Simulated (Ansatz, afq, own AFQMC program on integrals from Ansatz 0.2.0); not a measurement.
**AlNH2, triplet → AlNH2⁺, quartet, worked out**

```xyz
4

Al    0.0000   -0.0849    0.6205
N     0.0000    0.0356   -1.1435
H     0.0000    1.3500    1.3538
H     0.0000    0.4271   -2.0731
```

Connectivity, by distances: AlH–NH.

Both states at this geometry.

Basis cc-pVDZ. Only valence electrons are correlated. Integrals, coupled cluster, full CI and functionals: Ansatz 0.2.0; the random walks run on the same integrals in our own AFQMC program. ph-AFQMC/CISD is guided by a CISD state made of CCSD amplitudes; releasing the constraint for a short imaginary time cuts its bias at the price of noise, slowly where states lie close. Uncertainties: one standard error, sampling alone.

Total energies in eV. CBS is CCSD(T) at the limit of def2-TZVPP/QZVPP (extrapolated itself); the highest rung of each member is named.

Cautions: AlNH₂ (triplet): another spin lies lower, the released energies move by 1.5 errors or more from one time to the next, so no released level is given (meV from the phaseless value at times in 1/Eh: -3 ± 3 at 0.24, -9.5 ± 2.3 at 0.51, -8 ± 3 at 0.99, -7.6 ± 2.1 at 1.62, -12 ± 3 at 2.40), though the last usable value meets CCSDT(Q) within the noise; AlNH₂⁺ (quartet): lower spins were not checked, the released energies move by 1.5 errors or more from one time to the next, so no released level is given (meV from the phaseless value at times in 1/Eh: -2.6 ± 1.9 at 0.24, -4.7 ± 1.8 at 0.51, -7.3 ± 1.5 at 0.99, -6.8 ± 1.3 at 1.62, -11 ± 3 at 2.40), though the last usable value meets CCSDT(Q) within the noise, the ph-AFQMC/CISD walk drifts between its halves (2.1 errors); this needn't be the first ionization; core correlation is missing, and it shifts such a gap most where an s electron is promoted.

```tsv
member	count	CCSD(T)/cc-pVDZ	highest rung in cc-pVDZ	which	CCSD(T)/CBS
AlNH₂⁺, quartet	+1	-8090.9263	-8090.9519	CCSDT(Q)	-8093.7016
AlNH₂, triplet	-1	-8100.1910	-8100.2337	CCSDT(Q)	-8103.5203
```

Problem. Work out the best estimate of the vertical ionization energy: the CCSD(T)/CBS difference plus the step from CCSD(T) to the highest rung.

Solution. Sums with the counts: CCSD(T)/CBS 9.8187 eV, highest rung 9.2818 eV, CCSD(T)/cc-pVDZ 9.2647 eV. The step is 9.2818 − 9.2647 = 0.0171 eV, so the best estimate is 9.8187 + (0.0171) = 9.8358 eV = 226.8 kcal/mol. The basis set is worth 0.554 eV of it. Zero-point, core-correlation and spin–orbit terms aren't in it. Past Ne the Hartree–Fock part of each CBS total tends to overshoot, since the cores don't follow the formula; that largely cancels in the difference.

Best estimates are given only where the step beyond CCSD(T) is under 0.3 eV and no member's determinant is very poor (T1 over 0.05, or 0.07 for open shells, ⟨S²⟩ too high by 0.3, two states mixed), so the hardest cases are missing from such tables.

CCSDT and higher add their correlation energy to the determinant of the CCSD(T) run, since their own runs factorise the integrals more tightly (a shift of under 2 meV). Each member of a difference takes its own highest rung, so a best estimate needn't equal the limit plus the step of one row.
